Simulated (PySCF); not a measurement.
C4H5N, SMILES c1cc[nH]c1. Atoms are numbered in the order given.

```xyz
10

C      0.0000     0.7135     0.9858
C      0.0000    -0.7135     0.9858
C      0.0000    -1.1248    -0.3342
N      0.0000     0.0000    -1.1223
C      0.0000     1.1248    -0.3342
H      0.0000     1.3667     1.8561
H      0.0000    -1.3667     1.8561
H      0.0000    -2.1209    -0.7708
H      0.0000     0.0000    -2.1333
H      0.0000     2.1209    -0.7708
```

Geometry: B3LYP-D3(BJ)/def2-SVP.

The numbers are results of HF/def2-TZVP run with PySCF, not measurements.

Isolated molecule, no solvent.

Computed frontier levels, gap, dipole moment and polarisability:
```yaml
highest_occupied_level: -8.05 eV
lowest_empty_level: 3.64 eV
orbital_gap: 11.70 eV
dipole_moment: 1.94 D
quadrupole, principal values (traceless, Buckingham form, about the centre of nuclear charge): -9.69, 2.42, 7.26 D·Å
mean_static_polarisability: 49.1 bohr³ (7.28 Å³)
polarisability_principal_values: 32.9, 57.2, 57.3 bohr³
```
